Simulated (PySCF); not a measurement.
# S: electron affinity

S⁻ [Ne] 3s2 3p5 (2P) → S [Ne] 3s2 3p4 (3P), as a difference of total energies. Computed with PySCF 2.14 in aug-cc-pwCVTZ, with the non-relativistic Hamiltonian (point nucleus). Correlated levels: valence: [Ne] frozen. The calculations carry no spin-orbit coupling.

```
           method  electron affinity (eV)
              UHF                   0.887
    MP2 (valence)                   1.937
SCS-MP2 (valence)                   1.934
   CCSD (valence)                   1.864
CCSD(T) (valence)                   1.949
```

How much does correlation contribute at CCSD(T) (valence)?

1.949 − (0.887) = 1.062 eV, measured against UHF.

Errors of the correlated levels include the incompleteness of this basis and the frozen core.

For comparison: 2.077 eV (measured; photodetachment measurements, as compiled on the Wikipedia data page of electron affinities).
